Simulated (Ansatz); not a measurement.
**C3H2O: up Jacob's ladder to CCSD(T)**

An exercise on one series of results from a longer session: the logs are not shown, and one member is left open.

The runs use Ansatz 0.2.0, Gaussian basis; functionals in def2-TZVPP, the program's frozen cores in correlated methods.

The runs, in order: LDA (SPW92), PBE-D4, revPBE-D4, BLYP-D4, r2SCAN-D4, B97M-V, PBE0-D4, B3LYP-D4, r2SCANh-D4, r2SCAN0-D4, HSE06-D4, BHLYP-D4, CAM-B3LYP-D4, LC-ωPBE, ωB97X-V, ωB97M-V, B2PLYP, PBE-QIDH; CCSD(T)/def2-SVP; CCSD(T)/def2-TZVPP; CCSD(T)/def2-QZVPP; extrapolation to the limit; RPA on PBE.

### The relaxed structure

The geometry comes from an earlier relaxation with PBE0-D4 in a triple-zeta def2 set; it is a stationary point.

6 atoms, charge 0, spin multiplicity 1.

Atoms are counted from 1 here; the program's logs count them from 0.

Bond lengths: C1–C2 1.202 Å, C1–H5 1.066 Å, C2–C3 1.444 Å, C3–O4 1.202 Å, C3–H6 1.106 Å. Angles: C2–C1–H5 178.9°, C1–C2–C3 177.4°, C2–C3–O4 123.9°, C2–C3–H6 114.4°, O4–C3–H6 121.7°.

The first run:

in.yaml reads:

```yaml
crystal:
  periodic: [false, false, false]
  atoms:
    - {symbol: C, position_ang: [-0.362079, 1.068342, -1.031799]}
    - {symbol: C, position_ang: [-0.096163, 0.205637, -0.238589]}
    - {symbol: C, position_ang: [0.272756, -0.794911, 0.734417]}
    - {symbol: O, position_ang: [-0.319130, -1.829926, 0.889380]}
    - {symbol: H, position_ang: [-0.613264, 1.822432, -1.741530]}
    - {symbol: H, position_ang: [1.159980, -0.535674, 1.342021]}
basis:
  gaussian: {orbitals: def2-TZVPP}
hamiltonian: {xc: lda}
output: {orbitals: {seedname: orbitals}}
```

Launch:

```bash
$ ansatz run in.yaml --threads 2 --pin off --events-out ev --progress --plain --max-ram 32768MiB --backend cpu
```

Among the steps run: LDA; PBE-D4 (GGA); revPBE-D4 (GGA); BLYP-D4 (GGA); r2SCAN-D4 (meta-GGA); B97M-V (meta-GGA); B3LYP-D4 (hybrid); r2SCANh-D4 (hybrid); r2SCAN0-D4 (hybrid); HSE06-D4 (hybrid); BHLYP-D4 (hybrid); CAM-B3LYP-D4 (range-separated); LC-ωPBE (range-separated); ωB97X-V (range-separated); ωB97M-V (range-separated); B2PLYP (double hybrid); PBE-QIDH (double hybrid).

One of the session's tables, all rows but one given; the rest of the session is left out.

It belongs to the step «Frontier levels by functional». 

| functional | HOMO (eV) | LUMO (eV) | gap (eV) |
| --- | --- | --- | --- |
| LDA (SPW92) | -6.60 | -3.48 | 3.12 |
| PBE-D4 | -6.47 | -3.21 | 3.26 |
| revPBE-D4 | -6.42 | -3.12 | 3.30 |
| BLYP-D4 | -6.39 | -3.07 | 3.33 |
| r2SCAN-D4 | -6.83 | -3.05 | 3.78 |
| B97M-V | -6.98 | -2.90 | 4.09 |
| PBE0-D4 | -8.21 | -2.18 | 6.03 |
| B3LYP-D4 | -7.95 | -2.42 | 5.53 |
| r2SCANh-D4 | -7.48 | -2.67 | 4.82 |
| r2SCAN0-D4 | -8.47 | -2.09 | 6.38 |
| HSE06-D4 | -7.80 | -2.57 | 5.24 |
| BHLYP-D4 | ? | ? | ? |
| CAM-B3LYP-D4 | -9.73 | -1.01 | 8.72 |
| LC-ωPBE | -11.06 | 0.18 | 11.24 |
| ωB97X-V | -10.74 | 0.13 | 10.87 |
| ωB97M-V | -10.69 | 0.07 | 10.76 |

Estimate the missing values for BHLYP-D4.

Worked estimate for «HOMO (eV)». Against the share of exact exchange, BLYP-D4 (0, -6.39), B3LYP-D4 (0.2, -7.95) give a slope of -7.80 per unit share; at 0.5 the line stands at -10.29.

**Answer.** HOMO (eV): -9.92; LUMO (eV): -1.02; gap (eV): 8.90. In «HOMO (eV)» the line misses by -0.37.
